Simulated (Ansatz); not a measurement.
**HCN⁺, doublet in 6-31G: errors against full CI**

Geometry: that of the HCN, singlet, kept fixed.

```xyz
3

N     0.0000    0.0000    1.1200
C     0.0000    0.0000   -0.0256
H     0.0000    0.0000   -1.0944
```

Basis 6-31G; Ansatz 0.2.0. Correlated methods freeze the noble-gas cores, which leaves 9 electrons in 18 orbitals. Prefix R: restricted or restricted open-shell reference; prefix U: unrestricted. Active spaces: valence = (9e, 9o) chosen from the atoms' valence shells.

Full CI is exact within this basis and frozen core; it isn't the basis-set limit. The frozen core follows each run's orbitals, which can shift R against U totals by a few meV.

Unrestricted rows (U) aren't spin-pure: their determinants' ⟨S²⟩ exceeds S(S+1) by up to 0.42, so they mix in states of higher spin. HF rows: RHF is the lowest solution found, UHF is the lowest solution found. Coupled cluster chose its determinant by a search with trial CCSD, here up to 0.38 eV above the lowest Hartree–Fock solution of its kind, and MP2 stands on that determinant too.

```
UHF ⟨S²⟩                          : 1.175
T1 diagnostic (RCCSD)             : 0.0343
largest doubles amplitude (RCCSD) : 0.119
T1 diagnostic (UCCSD)             : 0.0660
```

| level | E − E(full CI) (kJ/mol) | share of correlation (%) | wall time |
| --- | --- | --- | --- |
| RHF† | 523.5 | – | – |
| UHF | 502.3 | 10.30 | – |
| RMP2 | 62.2 | 88.89 | – |
| UMP2 | 122.2 | 78.18 | – |
| RCCSD | 21.5 | 96.16 | – |
| UCCSD | 21.1 | 96.24 | – |
| RCCSD(T) | 4.3 | 99.24 | 0.93 s |
| UCCSD(T) | 7.1 | 98.74 | 0.78 s |
| BCCD(T) | 4.7 | 99.16 | 1.1 s |
| RCCSDT | 2.7 | 99.52 | – |
| UCCSDT | 2.8 | 99.51 | – |
| RCCSDT(Q) | 0.0 | 99.99 | 4.3 s |
| UCCSDT(Q) | 0.2 | 99.96 | 3.7 s |
| RCCSDTQ | 0.4 | 99.93 | 39 s |
| UCCSDTQ | 0.4 | 99.93 | 38 s |
| CASSCF (valence space) | 110.2 | 80.32 | – |
| NEVPT2 (valence space) | 27.3 | 95.13 | 2.9 s |
| MRCISD (valence space) | 3.1 | 99.45 | – |
| MRCISD+Q (valence space) | 1.2 | 99.78 | 4.7 s |

A dagger marks rows that describe another state than the reference (another or a broken symmetry, a higher spin or other natural occupations), so the difference holds a gap between states beside the method's error.

The correlation energy at full CI, counted from the determinant under the R cluster runs, is -5.804 eV. That run took 2.6 min on 1 thread of Arm Neoverse V1, shared host over 6,551,776 determinants.

Run but not shown, since their state, orbitals or frozen core can't be matched to the reference's or they repeat it: CISD, CISDTQ.

Times hold each run's SCF and search for its determinant on a shared host, so for small cases they say little of a method's own cost; they ran on 1 thread of Arm Neoverse V1.

The full-CI state has the irrep A1 of C2v, in the program's axes (one component, if the state is degenerate).

Natural occupations of full CI about the gap: 1.979 1.969 1.903 1.903 1.000 0.092 0.092 0.025 0.013 0.005; effectively unpaired electrons, Σ n²(2−n)², 1.14.
